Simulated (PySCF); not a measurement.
[WOCl4]-, Cl₄OW (charge -1 and doublet state).
SMILES with atom numbers: `[O:1]=[W-:2]([Cl:3])([Cl:4])([Cl:5])[Cl:6]`
Bond orders are those of one Lewis drawing.

Method: PySCF, PBE0-D3(BJ)/def2-SVP geometry optimisation, gas phase, def2 core potentials past Kr; unrestricted, density fitting, grid level 1; the optimiser is geomeTRIC in internal coordinates, started from a GFN2-xTB structure with every atom displaced at random (about 0.01 Å).

Step 0: E = -53937.2173 eV
```
atom  x, y, z in Å  |  force x, y, z in eV/Å
O1     -0.7763   -0.7508   -1.5734   -0.411  -0.287  -0.655
W2     -0.0992   -0.0901   -0.1912    0.665   0.472   0.419
Cl3     1.4856   -1.5788    0.6308    0.519  -0.604   0.020
Cl4    -1.3170   -0.7895    1.6548   -0.691  -0.341   0.575
Cl5    -1.0383    1.9961    0.2694   -0.448   0.571  -0.060
Cl6     1.7681    1.1832   -0.8350    0.366   0.189  -0.297
```

Step 1: E = -53937.3183 eV
```
atom  x, y, z in Å  |  force x, y, z in eV/Å
O1     -0.7687   -0.7355   -1.5158    0.453   0.493   0.797
W2     -0.0561   -0.0566   -0.1332   -0.455  -0.490  -0.537
Cl3     1.5412   -1.6810    0.5679   -0.186   0.220  -0.026
Cl4    -1.3917   -0.8180    1.6961    0.190   0.099  -0.211
Cl5    -1.1215    2.0527    0.2015    0.091  -0.256  -0.045
Cl6     1.8195    1.2084   -0.8611   -0.092  -0.067   0.023
```

**Question.** Estimate the geometry and energy of step 2. (The exact step hangs on the optimiser's Hessian estimate; all steps are aligned on step 1, rigid shifts and turns removed.)

**Answer.** E = -53937.3318 eV, largest force 0.706 eV/Å
```
atom  x, y, z in Å  |  force x, y, z in eV/Å
O1     -0.7612   -0.6984   -1.5159   -0.283  -0.310  -0.568
W2     -0.0612   -0.0679   -0.1373    0.268   0.337   0.557
Cl3     1.5256   -1.6634    0.5825    0.047  -0.068   0.007
Cl4    -1.3695   -0.8123    1.6901   -0.059  -0.052   0.037
Cl5    -1.1187    2.0214    0.1996   -0.044   0.046   0.002
Cl6     1.8078    1.1907   -0.8635    0.071   0.047  -0.035
```

The energy changes by -0.0134 eV. The first-order estimate −F·Δx gives -0.0546 eV and the mean of the old and new forces, exact on a quadratic surface, -0.0134 eV. The step makes an angle of 55° with the force vector and moves no atom by more than 0.038 Å.

What follows is the cost of the whole optimisation. Time: 89 s wall; peak memory 0.57 GiB. Hardware: one thread, Arm Neoverse V2 (aarch64), on a shared host.
